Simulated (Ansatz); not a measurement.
Isolated molecules relaxed with PBE0-D4/def2-TZVP in Ansatz; ΔE leaves out vibrations. CCSD(T)/CBS is the MP2 limit (def2-TZVPP, def2-QZVPP) plus CCSD(T) − MP2 in def2-TZVPP, frozen cores. Functionals use def2-TZVPP. B3LYP here is the variant with VWN-RPA as its local correlation; programs differ in this. Each species was taken in one conformer, which may not be the lowest.

Consider the isomerisation: `COC1CO1` → `CCOC=O`.

```json
{"level": "PBE0-D4", "ΔE (kcal/mol)": "-39.4", "difference from CCSD(T)/CBS": "1.8"}
{"level": "B3LYP-D4", "ΔE (kcal/mol)": "-42.9", "difference from CCSD(T)/CBS": "-1.7"}
{"level": "ωB97X-V", "ΔE (kcal/mol)": "-39.6", "difference from CCSD(T)/CBS": "1.6"}
{"level": "B2PLYP", "ΔE (kcal/mol)": "-42.9", "difference from CCSD(T)/CBS": "-1.7"}
{"level": "PBE", "ΔE (kcal/mol)": "-40.1", "difference from CCSD(T)/CBS": "1.1"}
{"level": "r2SCAN", "ΔE (kcal/mol)": "-41.4", "difference from CCSD(T)/CBS": "-0.2"}
{"level": "PBE0", "ΔE (kcal/mol)": "-39.3", "difference from CCSD(T)/CBS": "1.9"}
{"level": "B3LYP", "ΔE (kcal/mol)": "-42.6", "difference from CCSD(T)/CBS": "-1.4"}
{"level": "HF/def2-TZVPP", "ΔE (kcal/mol)": "-44.4", "difference from CCSD(T)/CBS": "-3.2"}
{"level": "SCS-MP2/def2-TZVPP", "ΔE (kcal/mol)": "-41.6", "difference from CCSD(T)/CBS": "-0.4"}
{"level": "CCSD(T)/def2-TZVPP", "ΔE (kcal/mol)": "-41.5", "difference from CCSD(T)/CBS": "-0.3"}
{"level": "HF/def2-QZVPP", "ΔE (kcal/mol)": "-44.3", "difference from CCSD(T)/CBS": "-3.1"}
{"level": "MP2/def2-QZVPP", "ΔE (kcal/mol)": "-41.3", "difference from CCSD(T)/CBS": "-0.1"}
{"level": "SCS-MP2/def2-QZVPP", "ΔE (kcal/mol)": "-41.5", "difference from CCSD(T)/CBS": "-0.3"}
{"level": "HF/CBS(def2)", "ΔE (kcal/mol)": "-44.3", "difference from CCSD(T)/CBS": "-3.1"}
{"level": "MP2/CBS(def2)", "ΔE (kcal/mol)": "-41.3", "difference from CCSD(T)/CBS": "-0.1"}
{"level": "CCSD(T)/CBS", "ΔE (kcal/mol)": "-41.2", "difference from CCSD(T)/CBS": "0"}
```

Largest T1 diagnostic among the species: 0.014.

From PBE to PBE0 (25 % exact exchange), in def2-TZVPP and without D4, ΔE moves by +0.8 kcal/mol. In def2-TZVPP, CCSD(T) changes the Hartree–Fock value by +3.0 kcal/mol (the triples alone add −0.4 kcal/mol) and MP2 by +2.9 kcal/mol.
